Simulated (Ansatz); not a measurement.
bcc K was calculated with r²SCAN0 (Ansatz, a program for electronic structure, plane waves, PAW).

Numerical settings: plane-wave cutoff 520 eV, 10×10×10 k mesh, Fermi–Dirac smearing 0.05 eV, scalar-relativistic PAW data made under PBE.

Equation-of-state points:

```csv
V (Å³/atom),E − E_lowest (meV/atom),P (GPa)
73.451,2.13,0.191
75.384,0.46,0.089
76.639,0.00,0.029
79.250,0.45,-0.081
81.183,1.87,-0.153
```

Problem. Estimate the bulk modulus from the pressures at 76.639 and 79.250 Å³/atom, and compare it with a fit to all energies.

Solution. B = −V dP/dV. Between V = 76.639 and 79.250 Å³/atom, dP/dV = (-0.081 − (0.029))/(79.250 − 76.639) = -0.0421 GPa per Å³/atom; at the midpoint 77.945 Å³/atom this gives B ≈ 3.28 GPa. The third-order Birch–Murnaghan fit gives V0 = 77.287 Å³/atom, B0 = 3.41 GPa, B′ = 3.7, which lies 4 % above that estimate.

Measured, for comparison: bulk modulus 3.75 GPa (corrected for temperature and zero-point phonon effects; as tabulated in Levämäki et al. (2014), arXiv:1402.3671); equilibrium volume per atom 70.79 Å³/atom (low-temperature or extrapolated to 0 K; zero-point anharmonic expansion removed; as tabulated in Csonka et al. (2009), arXiv:0903.4037). Computed (rounded) less measured: bulk modulus -9 %, equilibrium volume per atom +9.2 %.

The computed numbers hold no vibrational or temperature effects.

The result took roughly 2.0 core-hours.
